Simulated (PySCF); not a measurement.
Gas-phase reaction: 5 SiH₂F + HF → 2 SiHF₃ + 3 SiH₃

Energies from PySCF, thermal terms from the rigid-rotor harmonic-oscillator model, ideal gas at 1 bar. † marks an energy on the PBE0/def2-TZVP geometry and frequencies; other levels use their own. MP2 freezes the core. 6-31G* has spherical d functions here. Open shells (unrestricted): SiH₂F (multiplicity 2), SiH₃ (multiplicity 2); the rest are closed-shell singlets. B3LYP is the form with VWN-RPA correlation. SiH₂F: computed as isolated molecules; such fragments, hydroxides, amides, oligomers or adducts are transient or little studied in the gas. MP2 isn't extrapolated to the basis-set limit.

MP2/def2-TZVPP† gives ΔH°(298 K) = -629 kJ.

### Question
What do B3LYP/6-31G*, PBE/def2-TZVP†, HF/def2-TZVP† give?

### Answer
B3LYP/6-31G*: -657 kJ; PBE/def2-TZVP†: -574 kJ; HF/def2-TZVP†: -566 kJ. For scale, ΔH°(298 K) is -629 kJ at this level, -638 kJ at ωB97M-V/def2-TZVP†, and runs from -657 to -559 kJ over the 20 levels computed.
